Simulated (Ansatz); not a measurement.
Species: SiCl₄, charge 0, multiplicity 1. 
Coordinates optimised at B3LYP-D3(BJ)/def2-TZVP (Ansatz, a quantum-chemistry and plane-wave program):
```xyz
5

Si     0.0000     0.0000     0.0000
Cl     1.1509     1.1792     1.1899
Cl    -1.1704    -1.1928     1.1569
Cl     1.1958    -1.1539    -1.1703
Cl    -1.1763     1.1675    -1.1765
```

Basis-set convergence of Hartree-Fock and CCSD correlation energies (hartree) with Ansatz. Valence correlation only, unless marked. No spin-orbit coupling. Non-relativistic.

```json
[
 {"basis": "cc-pV(D+d)Z", "functions": "115", "E(HF)": "-2127.16796", "E(corr, CCSD)": "-0.68526"},
 {"basis": "cc-pV(T+d)Z", "functions": "195", "E(HF)": "___", "E(corr, CCSD)": "___"}
]
```

Complete the blanks.


- cc-pV(T+d)Z, E(HF): -2127.25066
- cc-pV(T+d)Z, E(corr, CCSD): -0.92165
